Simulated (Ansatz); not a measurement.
Ideal-gas functions of C₂H₃Cl, SMILES `C=CCl` at 400 K and 1 bar, from an Ansatz frequency run at PBE0-D4/def2-TZVP.

Molar mass 62.5 g/mol, point group Cs (symmetry number 1), electronic degeneracy 1, moments of inertia 8.681, 83.891, 92.572 u Å². Harmonic wavenumbers (cm⁻¹, unscaled): 400, 643, 737, 931, 984, 1044, 1302, 1403, 1684, 3172, 3220, 3268.

Use S(trans) = R[1.5 ln M + 2.5 ln T − 1.1517]; rotational temperatures θ = 24.2544 K / I; S(rot) = R[ln(√π/σ · √(T³/θAθBθC)) + 1.5]; for each mode x = 1.438777 ν̃/T, S = R[x/(eˣ − 1) − ln(1 − e⁻ˣ)] and H = RT x/(eˣ − 1); 1 cm⁻¹ = 0.0119627 kJ/mol; R = 8.31446 J/(mol·K).

By hand: the entropy, in J/(mol·K).

Translation 166.5. Rotation: θ = 2.794, 0.2891, 0.262 K, giving 98.4. Vibration, mode by mode: 5.97, 2.98, 2.28, 1.31, 1.12, 0.94, 0.44, 0.33, 0.14, 0.00, 0.00, 0.00, in all 15.5. Electronic 0.0. Sum 280.4 J/(mol·K).

By hand: H − E and G − E in kJ/mol, counted from the electronic energy.

Zero-point energy ½ × 18788 × 0.0119627 = 112.4; thermal vibration 4.4; translation, rotation and pV give 4 RT = 13.3. H − E = 130.1 kJ/mol, and G − E = 130.1 − 400 × 280.4/1000 = 17.9 kJ/mol.

Vibration gives 6 % of the entropy.
